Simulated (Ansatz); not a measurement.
## BClH2N, SMILES N[B]Cl: vertical spin-state energies, step by step

Program: Ansatz 0.2.0 through its Python package.

The script reads `bclh2n.xyz`:
```text
5

N    -0.53530    0.23920   -0.49360
B    -0.27040   -0.72750    0.58800
Cl    1.43350   -1.28900    0.86520
H    -0.89830    1.14080   -0.03560
H     0.32040    0.56280   -0.96540
```

At the Python prompt:
```pycon
>>> from dataclasses import dataclass
>>> import warnings
>>> import ansatz as az
>>> @dataclass
... class Options:
...     basis_set: str = "6-31G*"
...     functional: str = "cam_b3lyp"
...
>>> cfg = Options()
>>> warnings.simplefilter("ignore", az.DeckWarning)
>>> system = az.Crystal.molecule_from_extxyz("bclh2n.xyz")
>>> base = (
...     system.calculation()
...     .basis(gaussian=cfg.basis_set)
...     .functional(cfg.functional)
... )
>>> found = {}
>>> for unpaired in [1, 3]:
...     summary = base.spin("collinear", total=unpaired).run(threads=1).report
...     s = unpaired / 2
...     found[unpaired] = summary["free_energy_ev"]
...     print(f"2S+1 = {unpaired + 1}: E = {found[unpaired]:.5f} eV, <S^2> = {abs(summary['mean_field']['state']['spin_squared']):.3f} (pure state {s * (s + 1):.2f})")
...
2S+1 = 2: E = -14719.64444 eV, <S^2> = 0.752 (pure state 0.75)
2S+1 = 4: E = -14714.22904 eV, <S^2> = 3.755 (pure state 3.75)
>>> lowest = min(found, key=found.get)
>>> for unpaired, e in found.items():
...     print(f"multiplicity {unpaired + 1}: {(e - found[lowest]):.3f} eV above the lowest")
...
multiplicity 2: 0.000 eV above the lowest
multiplicity 4: 5.415 eV above the lowest
```

In order: multiplicity 2 (+0.00 eV) and multiplicity 4 (+5.42 eV), all at the one geometry.

Reading the output:
- Total energies depend on the basis set; only differences at equal settings carry meaning.
- The geometry is a force-field or estimated start, not a minimum of this method, and the basis set is short of its limit. All parts are taken at fixed geometry, without zero-point energy.
- The run takes the species as open-shell (spin multiplicity 2), which needn't be its ground state.
- Finished in 5.4 s on 1 thread of Arm Neoverse V1, with other jobs on the host, peak memory 0.18 GiB.
